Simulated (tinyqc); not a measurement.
Worked calculation: UHF in the sto-3g basis, for OH+, spin multiplicity 3. Computed by tinyqc, a small Python program that keeps every step (integrals from PySCF). Settings: charge = 1, multiplicity = 3, basis = sto-3g, energy threshold = 1e-10, iteration cap = 54, orthogonalisation = symmetric, start = random, DIIS depth = 8, DIIS from iteration = 3, method = UHF. Command: `OMP_NUM_THREADS=1 python tinyqc.py 21166 21167 out.jsonl` (the two numbers bound the seeds that draw the settings). One thread of a shared host (Intel(R) Xeon(R) Processor @ 2.60GHz), about 0.7 s of CPU time with the checks.

Geometry (angstrom):
```
atom       x       y       z
O     0.0000  0.0000  0.0000
H     0.0000  0.0000  1.9370
```

Stop when the energy changes by less than 1e-10 hartree and every element of the error matrix X^T (F D S - S D F) X (for each spin) is below 3e-06.

Course of the cycle:
```
iteration  E (hartree)     change  largest element of the error matrix
1           -60.919785          -                             7.26e+00
2           -73.756565  -1.28e+01                             1.83e-01
3           -73.831891  -7.53e-02                             5.99e-02
4           -73.852946  -2.11e-02                             3.22e-02
5           -73.864042  -1.11e-02                             2.33e-02
6           -73.871164  -7.12e-03                             2.36e-02
7           -73.855883   1.53e-02                             2.12e-02
8           -73.853287   2.60e-03                             2.06e-02
9           -73.857244  -3.96e-03                             1.87e-02
10          -73.853937   3.31e-03                             2.71e-02
11          -73.846670   7.27e-03                             3.19e-02
12          -73.861965  -1.53e-02                             1.97e-02
13          -73.855515   6.45e-03                             2.12e-02
14          -73.856245  -7.30e-04                             2.16e-02
...                ...        ...                                  ...
41          -73.886660  -3.60e-04                             7.05e-03
42          -73.886921  -2.62e-04                             7.55e-03
43          -73.887249  -3.27e-04                             8.32e-03
44          -73.886227   1.02e-03                             6.49e-03
45          -73.886447  -2.20e-04                             6.83e-03
46          -73.886458  -1.03e-05                             6.82e-03
47          -73.886817  -3.60e-04                             7.78e-03
48          -73.878827   7.99e-03                             2.09e-02
49          -73.885222  -6.40e-03                             7.29e-03
50          -73.884290   9.32e-04                             9.15e-03
51          -73.884340  -4.99e-05                             9.06e-03
52          -73.885453  -1.11e-03                             6.77e-03
53          -73.884620   8.33e-04                             8.34e-03
54          -73.884180   4.40e-04                             9.31e-03
```

Can the last value be used, and what does the course show?

Not by the stop rule. Not converged within the cap of 54 iterations: the residual wanders without falling. Reruns (cap 100 unless said): damping 0.5: converged in 93; level shift 0.5: not converged; atomic densities as start, DIIS 8: not converged; the original settings with a cap of 400: not converged. PySCF UHF in the same basis, after a stability check = -73.886416 hartree.
